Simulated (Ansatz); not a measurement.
Ansatz (an electronic-structure program) input (B3LYP-D3(BJ)/def2-TZVP):

Ansatz 0.2 input:
```yaml
crystal:
  periodic: [false, false, false]
  atoms:
    - {symbol: O, position_ang: [1.55360563, 0.36730538, -0.61931261]}
    - {symbol: C, position_ang: [0.50975796, 0.46375756, 0.01773156]}
    - {symbol: H, position_ang: [0.34888779, 1.32661427, 0.68857069]}
    - {symbol: C, position_ang: [-0.54619956, -0.46975521, -0.03641592]}
    - {symbol: H, position_ang: [-1.44113638, -0.33710070, 0.54390434]}
    - {symbol: H, position_ang: [-0.45988981, -1.33392941, -0.67320523]}
basis:
  gaussian:
    orbitals: def2-TZVP
hamiltonian:
  xc: b3lyp
  dispersion: d3bj
magnetization: {spin_polarized: true, initial_magnetization: 1}
relax: {f_tol: 0.002, max_steps: 150}
```

Output:

```
Functional definition: B3LYP
integrals: 0.02 GiB planned
643 factors; their error is unknown
mean field: 0.35 GiB planned
mean field evaluation 1: about -4165.2286 eV, gradient 3.4e1 eV
mean field evaluation 2: about -4159.8585 eV, gradient 5.1e1 eV
mean field evaluation 4: about -4169.8224 eV, gradient 2.3e0 eV
mean field evaluation 8: about -4169.8486 eV, gradient 1.2e-1 eV
mean field evaluation 16: about -4169.8420 eV, gradient 9.6e-5 eV
mean field -4169.84200151 eV, -153.2388671350 hartree, gradient 3.2e-5 eV, S^2 0.767184; 2 other end points of the search recorded, 0 dependent functions left out
the calculation of the forces begins
reference -4169.84220833 eV, -153.2388747356 hartree; 12, 11 occupied and 99, 100 virtual orbitals, 643 factors
relax step   1: F+E_penalty+E_count = -4169.96765057 eV  Δ(F+E_penalty+E_count) = +0.000e0 eV  max|allowed force component| = 4.140e-1 eV/Å  Δτ_max = 0.0000 Å  (52 SCF iters, accepted)
these checks for a lower state are left out or cut short: starts, cluster_reference, orbital_swaps, neighbouring_geometries, increment
integrals: 0.02 GiB planned
643 factors; their error is unknown
mean field: 0.35 GiB planned
mean field -4169.84780078 eV, -153.2390802543 hartree, gradient 1.8e-5 eV, S^2 0.767536; 0 other end points of the search recorded, 0 dependent functions left out
the calculation of the forces begins
reference -4169.84800801 eV, -153.2390878699 hartree; 12, 11 occupied and 99, 100 virtual orbitals, 643 factors
relax step   2: F+E_penalty+E_count = -4169.97331838 eV  Δ(F+E_penalty+E_count) = -5.668e-3 eV  max|allowed force component| = 1.659e-1 eV/Å  Δτ_max = 0.0108 Å  (42 SCF iters, accepted)
these checks for a lower state are left out or cut short: starts, cluster_reference, orbital_swaps, neighbouring_geometries, increment
integrals: 0.02 GiB planned
643 factors; their error is unknown
mean field: 0.35 GiB planned
mean field evaluation 32: about -4169.8508 eV, gradient 9.5e-1 eV
mean field -4169.84718807 eV, -153.2390577377 hartree, gradient 1.3e-5 eV, S^2 0.767740; 0 other end points of the search recorded, 0 dependent functions left out
the calculation of the forces begins
reference -4169.84739553 eV, -153.2390653615 hartree; 12, 11 occupied and 99, 100 virtual orbitals, 643 factors
relax step   3: F+E_penalty+E_count = -4169.97265403 eV  Δ(F+E_penalty+E_count) = +6.644e-4 eV  max|allowed force component| = 1.710e-1 eV/Å  Δτ_max = 0.0148 Å  (42 SCF iters, rejected (line search))
these checks for a lower state are left out or cut short: starts, cluster_reference, orbital_swaps, neighbouring_geometries, increment
integrals: 0.02 GiB planned
643 factors; their error is unknown
mean field: 0.35 GiB planned
mean field -4169.84885856 eV, -153.2391191270 hartree, gradient 1.7e-5 eV, S^2 0.767668; 0 other end points of the search recorded, 0 dependent functions left out
the calculation of the forces begins
reference -4169.84906597 eV, -153.2391267491 hartree; 12, 11 occupied and 99, 100 virtual orbitals, 643 factors
relax step   4: F+E_penalty+E_count = -4169.97436276 eV  Δ(F+E_penalty+E_count) = -1.044e-3 eV  max|allowed force component| = 1.985e-2 eV/Å  Δτ_max = 0.0074 Å  (41 SCF iters, accepted)
these checks for a lower state are left out or cut short: starts, cluster_reference, orbital_swaps, neighbouring_geometries, increment
integrals: 0.02 GiB planned
643 factors; their error is unknown
mean field: 0.35 GiB planned
mean field -4169.84887520 eV, -153.2391197384 hartree, gradient 1.1e-5 eV, S^2 0.767687; 0 other end points of the search recorded, 0 dependent functions left out
the calculation of the forces begins
reference -4169.84908263 eV, -153.2391273613 hartree; 12, 11 occupied and 99, 100 virtual orbitals, 643 factors
relax step   5: F+E_penalty+E_count = -4169.97437911 eV  Δ(F+E_penalty+E_count) = -1.635e-5 eV  max|allowed force component| = 1.826e-3 eV/Å  Δτ_max = 0.0012 Å  (40 SCF iters, accepted)
integrals: 0.02 GiB planned
643 factors; their error is unknown
mean field: 0.35 GiB planned
mean field evaluation 64: about -4169.8545 eV, gradient 6.1e-1 eV
mean field -4169.84887520 eV, -153.2391197384 hartree, gradient 1.1e-5 eV, S^2 0.767687; 3 other end points of the search recorded, 0 dependent functions left out
the calculation of the forces begins
reference -4169.84908263 eV, -153.2391273613 hartree; 12, 11 occupied and 99, 100 virtual orbitals, 643 factors
Total energy: -4169.97458654 eV, -153.2437395450 hartree
Atom 0 at     1.549276     0.359317    -0.623411 Å, force    -0.000126    -0.000170    -0.000014 eV/Å
Atom 1 at     0.507267     0.472208     0.024144 Å, force    -0.000627    -0.001103    -0.000467 eV/Å
Atom 2 at     0.361706     1.339646     0.692341 Å, force     0.000112     0.000438     0.000233 eV/Å
Atom 3 at    -0.550129    -0.473216    -0.037797 Å, force     0.001826     0.001438     0.000056 eV/Å
Atom 4 at    -1.452119    -0.342127     0.545362 Å, force    -0.001171    -0.000547     0.000265 eV/Å
Atom 5 at    -0.450975    -1.338936    -0.679366 Å, force    -0.000014    -0.000055    -0.000073 eV/Å
Dipole moment:    -0.558096    -0.082122     0.250106 e Å
```

It need not be the lowest isomer of its formula.
